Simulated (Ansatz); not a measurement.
# NH (singlet): the correlation ladder at distance N1–H2 = 3.507 Å, aug-cc-pVDZ

How much of the correlation energy of NH (singlet) does each wave-function method recover here?

Computed with Ansatz 0.2.0, Gaussian basis. Level: aug-cc-pVDZ, core rule «outside noble gas», up to 1 orbitals frozen.

To be run: UHF; CCSD(T) on RHF; CCSD(T) on UHF; BCCD(T) on RHF; CISD; CCSDT(Q) on RHF; CASSCF and MRCISD+Q, 2 electrons in 2 orbitals; CASSCF and NEVPT2, 2 electrons in 2 orbitals; CASSCF and MRCISD+Q, 6 electrons in 5 orbitals; CASSCF and NEVPT2, 6 electrons in 5 orbitals; Full CI; Full CI in the symmetry of the determinant.

24 further runs of the same task are left out: 5 for a known fault of the program, 15 that didn't finish, 4 set aside as unsound or not needed.

## (1) What is computed

The geometry derives from a PBE0/def2-TZVP stationary point (not a proven minimum). One bond is set to the value named and the two fragments are kept rigid.

2 atoms, charge 0, spin multiplicity 1.

Atoms are counted from 1 here; the program's logs count them from 0.

No contacts short enough for the rule that draws bonds.

## (2) UHF

Input file in.yaml:

```yaml
crystal:
  periodic: [false, false, false]
  atoms:
    - {symbol: N, position_ang: [0.000000, 0.000000, 0.000000]}
    - {symbol: H, position_ang: [0.000000, 0.000000, 3.507000]}
basis:
  gaussian: {orbitals: aug-cc-pVDZ}
magnetization: {spin_polarized: true, initial_magnetization: 0}
hamiltonian: {xc: hf}
output: {orbitals: {seedname: orbitals}}
```

Command:

```sh
ansatz run in.yaml --threads 1 --pin off --events-out ev --progress --plain --max-ram 2393MiB
```

After this run come: CCSD(T) on RHF; CCSD(T) on UHF; BCCD(T) on RHF; CISD; CCSDT(Q) on RHF; CASSCF and MRCISD+Q, 2 electrons in 2 orbitals; CASSCF and NEVPT2, 2 electrons in 2 orbitals; CASSCF and MRCISD+Q, 6 electrons in 5 orbitals; CASSCF and NEVPT2, 6 electrons in 5 orbitals; Full CI; Full CI in the symmetry of the determinant.

Before running them: what should the planned runs give, taken together? Wanted: FCI below the RHF energy; RMP2 from FCI; UMP2 from FCI; RCCSD from FCI; RCCSD(T) from FCI; UCCSD(T) from FCI; RCCSDT(Q) from FCI; NEVPT2 valence from FCI; MRCISD+Q valence from FCI.

**Answer**, as computed:

| quantity | value |
| --- | --- |
| FCI below the RHF energy | -9.3342 eV |
| RMP2 from FCI | +2705.9 meV |
| UMP2 from FCI | -346.7 meV |
| RCCSD from FCI | +878.3 meV |
| RCCSD(T) from FCI | -133.3 meV |
| UCCSD(T) from FCI | -2145.4 meV |
| RCCSDT(Q) from FCI | -60.1 meV |
| NEVPT2 valence from FCI | +649.5 meV |
| MRCISD+Q valence from FCI | -24.7 meV |
| levels within 1 kcal/mol (43 meV) | RCCSDT, MRCISD+Q valence |
| T1 diagnostic | 0.073 |
| effectively unpaired electrons | 3.97 |

What this shows: RCCSD(T) lands -133.3 meV from the yardstick (1.4 % of the correlation energy). CCSD(T) misses by -133.3 meV on the restricted determinant and by -2145.4 meV on the unrestricted one; the two need not hold the same state or core. UMP2, UCCSD, RCCSD(T), UCCSD(T), BCCD(T), RCCSDT(Q), MRCISD+Q valence fall below full CI: unrestricted runs freeze a spin-polarised core, another one than full CI's, and coupled cluster isn't variational. The occupations show strong static correlation (4.0 unpaired electrons where one determinant has 0). Of the multireference levels listed MRCISD+Q valence comes nearest in total energy (-24.7 meV), which doesn't show that its space is the better one. These misses are within one basis, not against nature.
